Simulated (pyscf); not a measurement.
Thermochemistry of product channels of HB=NH + methane (CH₄) on the singlet surface, in kJ/mol, from CCSD(T)/def2-TZVPP + ΔMP2(QZVPP) energies (ideal gas, 1 atm, RRHO with modes under 100 cm⁻¹ raised to 100, one conformer, R ln 2 for rigid chiral ones). PySCF, gas phase, ωB97X-D3(BJ)/def2-SVP geometries. Correlated levels are frozen-core, on RHF or UHF. ΔMP2 is the change of the MP2 total energy from the triple- to the quadruple-zeta basis.

```csv
products,ΔE,ΔH(298 K),ΔG(900 K),ΔG(1200 K)
H₂B–NH–CH₃,-60.6,-50.1,+65.5,(withheld)
H₃C–BH–NH₂,-134.6,-123.7,-15.2,(withheld)
```

### Question
Fill in the missing entries.

### Answer

- H₂B–NH–CH₃, ΔG(1200 K): +103.8
- H₃C–BH–NH₂, ΔG(1200 K): +19.8

The channel to H₂B–NH–CH₃ turns unfavourable between 298 and 1200 K (ΔG from -12.6 kJ/mol to +103.8 kJ/mol). The channel to H₃C–BH–NH₂ turns unfavourable between 298 and 1200 K (ΔG from -87.8 kJ/mol to +19.8 kJ/mol).

These are energies of the channels, which say nothing of barriers. The CCSD(T) − MP2 part came from Ansatz, without density fitting, on the same reference.
